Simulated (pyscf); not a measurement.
Elementary routes open to `[S]=[Ge]` [singlet] + `[ClH]` in the gas phase (singlet surface):
A. `[SH][Ge][Cl]` [singlet] (Cl–H broken; Cl–Ge, H–S formed)
B. `[S]=[GeH][Cl]` (Cl–H broken; Cl–Ge, Ge–H formed)

Optimised with ωB97X-D3(BJ)/def2-SVP in PySCF. Correlated levels are frozen-core, on RHF or UHF. ΔMP2 is the change of the MP2 total energy from the triple- to the quadruple-zeta basis.

### Question
Rank the routes by free-energy barrier at 1200 K, lowest first, for CCSD(T)/def2-TZVPP + ΔMP2(QZVPP) energies (ideal gas, 1 atm, RRHO with modes under 100 cm⁻¹ raised to 100, one conformer, R ln 2 for chiral ones without a mode under 150 cm⁻¹).

### Answer
A (1.80 eV), B (2.96 eV)

Route A is the fastest of these, ahead of the next by 1.16 eV. The most stable products are those of A (ΔG = +0.47 eV), so kinetics and thermodynamics agree. At 298 K A is still the fastest. A: On the reactant side the descent ends in a complex, 0.20 eV under the separated species and 0.30 eV under the saddle at ωB97X-D3(BJ)/def2-TZVP. Only these routes are compared; each barrier is that of the saddle found, and lower ones may exist. The CCSD(T) − MP2 part came from Ansatz, without density fitting, on the same reference. The frozen core leaves the outer d or s,p core shells of the metals and heavy elements correlated in the MP2 and CC values, and def2-TZVPP describes them poorly, which can shift differences by a few kcal/mol. Elements up to Kr have no core potential and no relativistic terms here.
